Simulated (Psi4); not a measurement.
# HOF (hypofluorous acid): a chain of runs, part 2 of 2

Psi4 1.11. Earlier steps stand in the parts before.

## 3. The harmonic vibrations at BP86/cc-pVTZ (density fitting) (run 2)

Contents of fho.in:

```
memory 1600 mb

molecule system {
  0 1
  O      0.442100    -0.220430     0.221617
  F     -0.234571     1.039136    -0.015309
  H     -0.216095    -0.806101    -0.209678
  symmetry c1
}

set globals {
  basis cc-pVTZ
  reference rks
  t 600.0
  rotational_symmetry_number 1
}

freq('bp86')
print_variables()
```

Launch:

```sh
$ psi4 -n 1 fho.in fho.out
```

fho.out (excerpt; [...] marks lines left out):

```text
[...]
  Running in c1 symmetry.
[...]
  Nuclear repulsion =   33.171101229316335
[...]
  Multiplicity = 1
[...]
  Nalpha       = 9
  Nbeta        = 9
[...]
    Number of basis functions: 74
[...]
   @DF-RKS iter   1:  -175.53979467870346   -2.69221e-01   6.43053e-03 ADIIS/DIIS
[...]
   @DF-RKS iter  10:  -175.61387405104074   -4.86011e-12   3.96985e-09 DIIS
[...]
  @DF-RKS Final Energy:  -175.61387405104074
   => Energetics <=
    Nuclear Repulsion Energy =             33.1710835942448909
    One-Electron Energy =                -309.3755684867389846
    Two-Electron Energy =                 119.8922520486841705
    DFT Exchange-Correlation Energy =     -19.3016412072308299
    Empirical Dispersion Energy =           0.0000000000000000
    VV10 Nonlocal Energy =                  0.0000000000000000
    Total Energy =                       -175.6138740510407388
[...]
 Multipole Moments:
 ------------------------------------------------------------------------------------
     Multipole            Electronic (a.u.)      Nuclear  (a.u.)        Total (a.u.)
 ------------------------------------------------------------------------------------
 L = 1.  Multiply by 2.5417464519 to convert [e a0] to [Debye]
 Dipole X            :         -0.3431855           -0.0697506           -0.4129361
 Dipole Y            :          1.1213198           -1.7447009           -0.6233811
 Dipole Z            :          0.0007571           -0.0025363           -0.0017792
 Magnitude           :                                                    0.7477456
[...]
  -Total Gradient:
     Atom            X                  Y                   Z
    ------   -----------------  -----------------  -----------------
       1       -0.000017808863     0.000045332751     0.000000021754
       2        0.000024761314    -0.000040130640     0.000000000983
       3       -0.000003880744    -0.000016740187    -0.000000031561
[...]
  ==> Harmonic Vibrational Analysis <==
[...]
  Freq [cm^-1]                 939.7886           1348.1411           3601.7151
[...]
  IR activ [km/mol]             5.3166             56.3838             28.5920
[...]
  Total E_0, Enthalpy at 0 [K]                                                         -175.60045645 [Eh]
[...]
  Total H, Enthalpy at  600.00 [K]                                                     -175.59209846 [Eh]
[...]
  Total G, Gibbs energy at  600.00 [K]                                                 -175.65014362 [Eh]
[...]
```

Run time: 23 s. Hardware: 1 thread of Intel Xeon 6975P-C (Granite Rapids), shared host; peak memory 0.38 GiB.

## 4. A single-point energy at MP2/def2-TZVPP (density fitting, density fitting for correlation) (run 3)

Contents of calc.inp:

```
memory 1.6 GB

molecule geom {
  0 1
  O
  F 1 1.449318
  H 1 0.980942 2 97.68524
  symmetry c1
}

set {
  basis           def2-TZVPP
  reference       rhf
  num_frozen_docc 2
}

energy_value, wavefunction = energy('mp2', return_wfn=True)
```

Launch:

```sh
$ psi4 calc.inp calc.out -n 1
```

calc.out (excerpt; [...] marks lines left out):

```text
[...]
  Running in c1 symmetry.
[...]
  Nuclear repulsion =   33.171108916710352
[...]
  Multiplicity = 1
[...]
  Nalpha       = 9
  Nbeta        = 9
[...]
    Number of basis functions: 76
[...]
   @DF-RHF iter   1:  -174.78410096995569   -7.65509e-01   3.49147e-03 DIIS/ADIIS
[...]
   @DF-RHF iter  12:  -174.81197038903196   -2.27374e-12   5.64496e-09 DIIS
[...]
    Orbital Energies [Eh]
    ---------------------
    Doubly Occupied:
       1A    -26.343463     2A    -20.697219     3A     -1.635118
       4A     -1.316454     5A     -0.770440     6A     -0.717960
       7A     -0.678562     8A     -0.608840     9A     -0.548772
[...]
  @DF-RHF Final Energy:  -174.81197038903196
   => Energetics <=
    Nuclear Repulsion Energy =             33.1711089167103523
    One-Electron Energy =                -309.3325029939915680
    Two-Electron Energy =                 101.3494236882492885
    Total Energy =                       -174.8119703890319272
[...]
 Multipole Moments:
 ------------------------------------------------------------------------------------
     Multipole            Electronic (a.u.)      Nuclear  (a.u.)        Total (a.u.)
 ------------------------------------------------------------------------------------
 L = 1.  Multiply by 2.5417464519 to convert [e a0] to [Debye]
 Dipole X            :          0.1704792           -0.9113724           -0.7408932
 Dipole Y            :         -1.0118608            1.4893778            0.4775170
 Dipole Z            :         -0.0000000            0.0000000           -0.0000000
 Magnitude           :                                                    0.8814450
[...]
```

Run time: 1.4 s. Hardware: 1 thread of Intel Xeon 6975P-C (Granite Rapids), shared host; peak memory 0.2 GiB.

## 5. Summary of results

What follows sums up all 2 parts.

```
                                                                   quantity             value
                               run 1, BP86/cc-pVTZ: total energy at the end     -175.61387 Eh
                                         run 1, BP86/cc-pVTZ: dipole moment            1.90 D
                                           run 1, BP86/cc-pVTZ: HOMO energy          -7.20 eV
                                           run 1, BP86/cc-pVTZ: LUMO energy          -3.29 eV
                                         run 1, BP86/cc-pVTZ: HOMO–LUMO gap           3.91 eV
                            run 2, BP86/cc-pVTZ: lowest harmonic wavenumber          940 cm⁻¹
                           run 2, BP86/cc-pVTZ: highest harmonic wavenumber         3602 cm⁻¹
                                     run 2, BP86/cc-pVTZ: zero-point energy       35.2 kJ/mol
run 2, BP86/cc-pVTZ: ideal-gas entropy at 600 K (symmetry number 1 as used)  60.7 cal/(mol K)
                                        run 3, MP2/def2-TZVPP: total energy     -175.31729 Eh
                 run 3, MP2/def2-TZVPP: HOMO energy (Hartree–Fock orbitals)         -14.93 eV
                 run 3, MP2/def2-TZVPP: LUMO energy (Hartree–Fock orbitals)           3.12 eV
               run 3, MP2/def2-TZVPP: HOMO–LUMO gap (Hartree–Fock orbitals)          18.05 eV
         run 3, MP2/def2-TZVPP: correlation energy (2 core orbitals frozen)        -505.3 mEh
```

In words: The optimisation (run 1, BP86/cc-pVTZ) took 5 steps and changed the energy by -0.073 eV. All 3 modes (run 2, BP86/cc-pVTZ) are real, so the shape is a minimum at this level.
